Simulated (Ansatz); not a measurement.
in.yaml

```yaml
crystal:
  periodic: [false, false, false]
  atoms:
    - {symbol: Al, position_ang: [0.000000, 0.000000, 0.000000]}
    - {symbol: C, position_ang: [0.000000, 0.000000, 4.309000]}
basis:
  gaussian: {orbitals: cc-pVDZ}
magnetization: {spin_polarized: true, initial_magnetization: 3}
hamiltonian: {xc: {name: PBE}}
correlation: {method: rpa, electrons: outside_noble_gas}
```

```sh
$ ansatz run in.yaml --threads 1 --pin off --events-out ev --progress --plain --max-ram 2393MiB
```

Log:

```
315 factors; integrals over basis functions are off by at most 4.0e-4 eV
mean field evaluation 1: about -7614.5487 eV, gradient 2.0e1 eV
mean field evaluation 2: about -7614.5469 eV, gradient 2.0e1 eV
mean field evaluation 4: about -7616.3774 eV, gradient 1.2e1 eV
mean field evaluation 8: about -7616.3775 eV, gradient 1.2e1 eV
mean field evaluation 16: about -7620.1518 eV, gradient 2.0e-2 eV
mean field evaluation 32: about -7620.0418 eV, gradient 2.4e0 eV
mean field evaluation 64: about -7620.1513 eV, gradient 3.7e-2 eV
mean field evaluation 96: about -7620.0320 eV, gradient 7.8e-1 eV
mean field evaluation 128: about -7620.1433 eV, gradient 1.8e-1 eV
mean field evaluation 160: about -7620.1506 eV, gradient 5.0e-2 eV
mean field evaluation 192: about -7619.8001 eV, gradient 1.8e0 eV
mean field -7620.15180470 eV, -280.0354136985 hartree, gradient 1.4e-6 eV, S^2 3.751466; 8 other end points of the search recorded, 0 dependent functions left out
6 core orbitals not correlated: weight in the atoms' cores, before any rotation towards them, 1.000 or more for the frozen orbitals, at most 0.000 for the correlated occupied ones
reference -7604.83713916 eV, -279.4726101204 hartree; 5, 2 occupied and 21, 24 virtual orbitals, 315 factors
Total energy: -7613.29846795 eV, -279.7835582181 hartree
```

Ran on 1 thread of Arm Neoverse N1, shared host: 8 s wall, 0.17 GiB peak host memory.
